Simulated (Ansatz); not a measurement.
Geometry optimisation, RKS B3LYP-D4/def2-SVP in Ansatz 0.2.0.

Input:

```yaml
crystal:
  periodic: [false, false, false]
  atoms:
    - { symbol: O, position_ang: [-1.3544, -0.2124, 0.2622] }
    - { symbol: Si, position_ang: [0.1112, 0.4382, 0.0191] }
    - { symbol: O, position_ang: [1.0853, -0.8271, -0.3227] }
    - { symbol: H, position_ang: [-1.7448, -0.52, -0.5497] }
    - { symbol: H, position_ang: [0.0897, 1.3578, -1.1486] }
    - { symbol: H, position_ang: [0.5771, 1.1216, 1.2529] }
    - { symbol: H, position_ang: [1.98588, -0.59518, -0.67253] }
basis:
  gaussian: { orbitals: def2-SVP }
hamiltonian:
  xc: b3lyp
  dispersion: d4
relax:
  f_tol: 0.015
  max_steps: 40
```

Command:

```bash
$ ansatz run input.yaml --threads 1 --pin off --max-ram 2048MiB --backend cpu --events-out ev --progress --plain --runs-dir out
```

Question: Where does it end, and by what steps?

Answer: The forces met the threshold. After 19 steps the energy has fallen by 0.135 eV; H7 moved furthest, 0.58 Å.

```json
{"step": "0", "energy less start (eV)": "0.0000", "largest force component (eV/Å)": "2.189", "accepted": "yes"}
{"step": "1", "energy less start (eV)": "-0.0898", "largest force component (eV/Å)": "0.774", "accepted": "yes"}
{"step": "2", "energy less start (eV)": "-0.1129", "largest force component (eV/Å)": "0.212", "accepted": "yes"}
{"step": "3", "energy less start (eV)": "-0.1106", "largest force component (eV/Å)": "0.663", "accepted": "no"}
{"step": "4", "energy less start (eV)": "-0.1187", "largest force component (eV/Å)": "0.082", "accepted": "yes"}
{"step": "5", "energy less start (eV)": "-0.1221", "largest force component (eV/Å)": "0.091", "accepted": "yes"}
{"step": "6", "energy less start (eV)": "-0.1226", "largest force component (eV/Å)": "0.282", "accepted": "yes"}
{"step": "7", "energy less start (eV)": "-0.0738", "largest force component (eV/Å)": "1.595", "accepted": "no"}
{"step": "8", "energy less start (eV)": "-0.1257", "largest force component (eV/Å)": "0.090", "accepted": "yes"}
{"step": "9", "energy less start (eV)": "-0.1260", "largest force component (eV/Å)": "0.082", "accepted": "yes"}
{"step": "10", "energy less start (eV)": "-0.1283", "largest force component (eV/Å)": "0.101", "accepted": "yes"}
{"step": "11", "energy less start (eV)": "-0.1307", "largest force component (eV/Å)": "0.035", "accepted": "yes"}
{"step": "12", "energy less start (eV)": "-0.1309", "largest force component (eV/Å)": "0.229", "accepted": "yes"}
{"step": "13", "energy less start (eV)": "-0.1333", "largest force component (eV/Å)": "0.069", "accepted": "yes"}
{"step": "14", "energy less start (eV)": "-0.1342", "largest force component (eV/Å)": "0.020", "accepted": "yes"}
{"step": "15", "energy less start (eV)": "0.1121", "largest force component (eV/Å)": "3.154", "accepted": "no"}
{"step": "16", "energy less start (eV)": "-0.1346", "largest force component (eV/Å)": "0.028", "accepted": "yes"}
{"step": "17", "energy less start (eV)": "-0.1343", "largest force component (eV/Å)": "0.159", "accepted": "no"}
{"step": "18", "energy less start (eV)": "-0.1346", "largest force component (eV/Å)": "0.030", "accepted": "yes"}
{"step": "19", "energy less start (eV)": "-0.1348", "largest force component (eV/Å)": "0.002", "accepted": "yes"}
```

```xyz
7
Properties=species:S:1:pos:R:3
O -1.316 -0.240 0.195
Si 0.174 0.489 0.069
O 1.436 -0.582 -0.098
H -1.731 -0.576 -0.608
H 0.171 1.424 -1.100
H 0.389 1.179 1.357
H 1.626 -0.931 -0.975
```

Whether the end is a true minimum wasn't checked by a vibrational analysis.

The run took 36 s on 1 thread of Arm Neoverse V1 (shared host), peak memory 0.12 GiB.
